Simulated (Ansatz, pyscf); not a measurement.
HN=Si: [singlet] + H₂O → HN=SiH–OH, an insertion on the singlet surface: H–O broken, O–Si, H–Si formed. Structures and frequencies: ωB97X-D3(BJ)/def2-SVP in PySCF. Wave-function energies: Ansatz (a program for electronic structure), frozen core, RHF or UHF references. In kJ/mol, from the separated reactants.

```csv
level,barrier,reaction energy
ωB97X-D3(BJ)/def2-TZVP,166.56,-137.54
PBE0-D3(BJ)/def2-TZVP,150.73,-131.01
CCSD(T)/cc-pV(D+d)Z,211.00,-79.26
CCSDT(Q)/cc-pV(D+d)Z,(withheld),(withheld)
CCSD(T)/cc-pV(T+d)Z,185.14,-108.32
CCSD(T)/cc-pV(Q+d)Z,(withheld),-115.05
```

Q: Fill in the missing entries.

A: 
- CCSDT(Q)/cc-pV(D+d)Z, barrier: 208.30
- CCSDT(Q)/cc-pV(D+d)Z, reaction energy: -78.58
- CCSD(T)/cc-pV(Q+d)Z, barrier: 179.24

In cc-pV(D+d)Z, going from CCSD(T) to CCSDT(Q) shifts the barrier by -2.69 and the reaction energy by +0.68 kJ/mol. With HF in the quadruple-zeta basis and the correlation energy extrapolated as X⁻³ from X = 3, 4, CCSD(T) gives 176.18 and -119.03; adding the double-zeta shift gives ΔE‡ = 173.49 and ΔE = -118.35 kJ/mol, without core correlation, relativity or geometry relaxation at these levels. On the reactant side the descent ends in a complex, 19.07 kJ/mol under the separated species and 185.64 kJ/mol under the saddle at ωB97X-D3(BJ)/def2-TZVP. The reactants may also form a dative adduct at HN=Si: [singlet]; it and routes through it were not searched. The same reactants have a lower exit, to H₂N–Si:–OH [singlet] (barrier +7.13 kJ/mol at ωB97M-D3(BJ)/def2-TZVP, against +174.96 kJ/mol here). HN=SiH–OH lies 95.12 kJ/mol over its isomer H₂N–Si:–OH [singlet] (electronic energy, ωB97M-D3(BJ)/def2-TZVP). One saddle was located; it need not be the lowest between these sides.
